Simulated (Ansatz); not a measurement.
Beryllium (hcp) across density functionals

All rows: Ansatz, plane waves with scalar-relativistic PAW, 420 eV (500 eV for the SCAN forms), relaxed under each functional, no dispersion correction, no zero-point motion. B₀ comes from uniform scaling at fixed shape; a dash is a value not given.

The measured cell (COD entry 9008488) has a = 2.287 Å, c = 3.583 Å (c/a = 1.567), 8.11 Å³/atom.

| functional | V (Å³/atom) | cell | B₀ (GPa) | magnetic state |
| --- | --- | --- | --- | --- |
| PBE | 7.91 | a = 2.266 Å, c = 3.559 Å (c/a = 1.571) | 123 | spin not included |
| r²SCAN | 7.91 | a = 2.265 Å, c = 3.561 Å (c/a = 1.573) | 125 | spin not included |
| PBEsol | 7.84 | a = 2.258 Å, c = 3.550 Å (c/a = 1.572) | 125 | spin not included |
| LDA | 7.55 | a = 2.230 Å, c = 3.508 Å (c/a = 1.574) | 132 | spin not included |
| revPBE | 8.08 | a = 2.283 Å, c = 3.583 Å (c/a = 1.570) | 119 | spin not included |
| RPBE | 8.11 | a = 2.286 Å, c = 3.587 Å (c/a = 1.569) | 119 | spin not included |
| BLYP | 7.93 | a = 2.272 Å, c = 3.548 Å (c/a = 1.561) | 121 | spin not included |

LDA gives the smallest volume and RPBE the largest.
